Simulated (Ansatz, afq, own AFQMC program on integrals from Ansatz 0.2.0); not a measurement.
**CH3B, triplet: AFQMC among the cluster methods**

```xyz
5

B    -0.0112    0.0531    0.7395
C    -0.0112   -0.0988   -0.7493
H    -0.0112    1.1516    1.2271
H    -0.0112   -0.9060    1.4549
H     0.2757    0.3621   -1.6855
```

Connectivity, by distances: BH2–CH.

Basis cc-pVDZ. Only valence electrons are correlated. Integrals, coupled cluster, full CI and functionals: Ansatz 0.2.0; the random walks run on the same integrals in our own AFQMC program. The CISD trial takes its coefficients from CCSD amplitudes. Released means that phaseless walkers are propagated on without the constraint, phases kept. Free AFQMC starts from the CCSD state and is never constrained. Its projection time is finite, and what remains of the start isn't in its error. Uncertainties: one standard error, sampling alone.

Determinant: UHF, the one that the program's search chose, which needn't be the lowest solution. The geometry is a point of a scan.

No full CI on the walks' own integrals is used here; CCSDT(Q) serves as the reference and is uncertain by about the last step of the cluster series.

Cautions: lower spins were not checked.

- T1 diagnostic: 0.0174
- weight of the determinant in the CISD state: 0.906
- ⟨S²⟩ of the determinant: 2.017
- size of the correlated space: 10 electrons in 41 orbitals

```tsv
level	correlation energy (eV)
MP2	-4.5565
CCSD	-5.5254
CCSD(T)	-5.6465
```

Question: Estimate where free-projection AFQMC lies against CCSD(T) on the same integrals.

Answer: 0.68 ± 0.36 mEh below CCSD(T). The gap is under twice the noise, so this walk alone can't tell the two apart.

Reference: CCSDT(Q), correlation energy -5.676 eV. The released energy is read at 2.40 1/Eh (meV from the phaseless value at times in 1/Eh: -9 ± 8 at 0.24, 6 ± 8 at 0.51, 5 ± 8 at 0.99, 0 ± 10 at 1.62, 6 ± 12 at 2.40).

```
         level  E − E(reference) (mEh)  share of correlation (%)
       CCSD(T)                    1.10                     99.47
         CCSDT                    0.19                     99.91
   ph-AFQMC/HF             1.76 ± 1.64                     99.16
 ph-AFQMC/CISD             0.03 ± 0.34                     99.99
released AFQMC             0.25 ± 0.43                     99.88
    free AFQMC             0.42 ± 0.36                     99.80
```

Free projections are given only where their last times agree within the noise and don't stop above the reference; a slow remainder of the start can still hide under it. Released energies are given only where the last usable release times agree within the noise; a slower fall can still hide under it.
